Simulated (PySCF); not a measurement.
A set of runs on `CC(C)CCO` (3-methyl-1-butanol); the geometry of each is named by its level. Settings lines and outputs come from a driver script.

Species: 3-methyl-1-butanol, C5H12O.
Numbering: `[CH3:1][CH:2]([CH3:3])[CH2:4][CH2:5][OH:6]` (hydrogens: H7, H8, H9 on C1; H10 on C2; H11, H12, H13 on C3; H14, H15 on C4; H16, H17 on C5; H18 on O6)

Step 1: PBE0-D3(BJ)/def2-SVP geometry optimisation, gas phase (PySCF 2.14.0) (from the MMFF94s geometry)
```json
{"job": {"xc": "PBE0", "basis": "def2-SVP", "d3": "d3bj", "grid": 1, "kind": "geom"}, "charge": 0, "multiplicity": 1}
```
```
step   0  E = -272.46442354  max force = 0.020120
step   1  E = -272.46608777  max force = 0.005261
step   2  E = -272.46634357  max force = 0.001109
step   3  E = -272.46641978  max force = 0.001086
step   4  E = -272.46650876  max force = 0.001334
step   5  E = -272.46652461  max force = 0.000872
step   6  E = -272.46653015  max force = 0.000151
optimisation converged
```

Final energy -272.46653 Eh after 6 steps; dipole 1.65 D. Energies in Eh; «max force» is the largest Cartesian gradient component in Eh/bohr.

The run took 69 s on one thread, x86-64 server, shared host.

Step 2: TDDFT wB97X-D/def2-SVPD, vertical, gas phase, core orbitals frozen in the response (PySCF 2.14.0, density-fitted response routines) (on the PBE0-D3(BJ)/def2-SVP geometry)
```json
{"job": {"kind": "uv", "xc": "wB97X-D", "basis": "def2-SVPD", "ip": true}, "charge": 0, "multiplicity": 1}
```
```
...
Static polarisability (au): isotropic 68.145, principal 60.995 67.870 75.571
Singlet excitations
state   eV       nm        f      main configurations
  1   7.2884    170.1   0.00704   H->L 0.59, H->L+1 0.34
  2   8.5080    145.7   0.03686   H->L+2 0.33, H->L+1 0.27, H->L 0.18
  3   8.7312    142.0   0.01795   H-1->L 0.58, H-1->L+1 0.09
  4   8.8058    140.8   0.00491   H->L+2 0.31, H->L+4 0.18, H-1->L 0.10
  5   8.9039    139.2   0.03421   H->L+3 0.64, H->L+5 0.10, H->L+6 0.08
  6   9.1541    135.4   0.00130   H-2->L 0.54, H-2->L+1 0.15, H-1->L+1 0.09
  7   9.3255    133.0   0.01647   H-1->L+1 0.29, H-3->L 0.21, H-2->L+1 0.09
  8   9.4744    130.9   0.11323   H-3->L 0.49, H-1->L+1 0.11, H-3->L+1 0.10
  9   9.6858    128.0   0.03458   H-1->L+2 0.52, H-2->L+1 0.08
 10   9.7525    127.1   0.03355   H-3->L+1 0.22, H-2->L+1 0.12, H-4->L 0.12
Triplet excitations (Tamm-Dancoff, eV): 7.0495 8.3774 8.5364 8.6925
Vertical ionisation energy (delta-SCF) = 10.2575 eV
```

HOMO -9.78 eV, LUMO 2.28 eV; lowest singlet 7.29 eV; lowest triplet 7.05 eV (Tamm–Dancoff); mean polarisability 68.1 au.

Time: 3.4 min wall. Hardware: one thread, x86-64 server, no GPU, shared host.

Step 3: delta-SCF UKS SCAN, pcX-2 on the ionised atom, pcseg-1 elsewhere, spin-free X2C (PySCF 2.14.0) (on the PBE0-D3(BJ)/def2-SVP geometry)
```json
{"job": {"kind": "xps"}, "charge": 0, "multiplicity": 1}
```
```
...
ground state, core basis on atom 0 (C), 175 functions
  E(ground) = -272.94128116 Eh
hole in C 1s of atom 0
  E(ion) = -262.26521502 Eh   <S^2> = 0.7677   hole on atom = 1.000   binding energy = 290.511 eV
ground state, core basis on atom 1 (C), 175 functions
  E(ground) = -272.94285614 Eh
hole in C 1s of atom 1
  E(ion) = -262.26147496 Eh   <S^2> = 0.7711   hole on atom = 1.000   binding energy = 290.655 eV
ground state, core basis on atom 3 (C), 175 functions
  E(ground) = -272.94253392 Eh
hole in C 1s of atom 3
  E(ion) = -262.26926581 Eh   <S^2> = 0.7690   hole on atom = 1.000   binding energy = 290.434 eV
ground state, core basis on atom 4 (C), 175 functions
  E(ground) = -272.94466630 Eh
hole in C 1s of atom 4
  E(ion) = -262.21499943 Eh   <S^2> = 0.7726   hole on atom = 1.000   binding energy = 291.969 eV
ground state, core basis on atom 5 (O), 175 functions
  E(ground) = -272.97039605 Eh
hole in O 1s of atom 5
  E(ion) = -253.17598022 Eh   <S^2> = 0.7622   hole on atom = 1.000   binding energy = 538.633 eV
```

C1s of C1 290.51 eV; C1s of C2 290.66 eV; C1s of C4 290.43 eV; C1s of C5 291.97 eV; O1s of O6 538.63 eV; one atom stands for each set of equivalent ones. SCF cycles are left out; they run on a coarse grid, and E(ground) and E(ion) are re-evaluated on a finer one. The log counts atoms from 0, this text from 1.

Hardware: an x86-64 server with one thread, no GPU, shared host. Cost: 94 s wall.

Geometry of the electronic-property runs (PBE0-D3(BJ)/def2-SVP):
```
atom  x, y, z in Å
C1    -1.458   -1.357    0.497
C2    -0.617   -0.366   -0.300
C3    -1.384    0.935   -0.523
C4     0.732   -0.135    0.382
C5     1.725    0.700   -0.410
O6     2.945    0.871    0.258
H7    -2.419   -1.559    0.000
H8    -1.679   -0.962    1.503
H9    -0.936   -2.318    0.626
H10   -0.417   -0.815   -1.292
H11   -2.359    0.741   -0.997
H12   -1.575    1.444    0.436
H13   -0.839    1.637   -1.171
H14    0.578    0.342    1.366
H15    1.195   -1.119    0.588
H16    1.864    0.250   -1.416
H17    1.327    1.713   -0.576
H18    3.316   -0.002    0.423
```

One conformer stands for the species.

wB97X-D is run here without its empirical dispersion term; that term would change no orbital, density or response property at a fixed geometry.
